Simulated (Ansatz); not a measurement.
Two isomers of C2H3NS: A = `C1=NCS1`, B = `N=C1CS1`.

Calculated with Ansatz (gas phase, PBE0-D4/def2-TZVP geometries, no zero-point term in ΔE). CCSD(T)/CBS adds triple-zeta CCSD(T) − MP2 to the extrapolated MP2 energy (def2 sets, frozen cores). DFT in def2-TZVPP. B3LYP here is the variant with VWN-RPA as its local correlation; programs differ in this. One conformer a species, not always the lowest.

(1) Which isomer does CCSD(T)/CBS put lower? Give the gap. (Estimate.)

(2) Give E(B) − E(A) in kJ/mol with CCSD(T)/def2-TZVPP, ωB97M-V, PBE-D4, B3LYP-D4, MP2/def2-TZVPP, B2PLYP, LDA (SPW92). (An estimate is asked.)

(3) Does the order hold for the free energy at 298.15 K (harmonic terms from PBE0-D4)? (Estimate.)

Largest T1 diagnostic: 0.014.

Answers

(1) The calculation gave: A, by 9.5 kJ/mol.

(2) Ansatz gave: CCSD(T)/def2-TZVPP 8.9, ωB97M-V 5.0, PBE-D4 -3.9, B3LYP-D4 -2.6, MP2/def2-TZVPP 5.5, B2PLYP 1.3, LDA (SPW92) 0.8. The order is the other way round with PBE-D4, B3LYP-D4.

(3) Ansatz gave: Yes: G(B) − G(A) = +6.8 kJ/mol, for one conformer each.

Leaving LDA and LC-ωPBE aside and taking each functional with its dispersion term where it has one, the values, not all of them listed here, spread over 14.8 kJ/mol, from B97M-V to ωB97X-V. LDA lies +5.2 kJ/mol from PBE without D4. From r2SCAN to r2SCAN0 (25 % exact exchange), in def2-TZVPP and without D4, E(B) − E(A) moves by +3.5 kJ/mol.
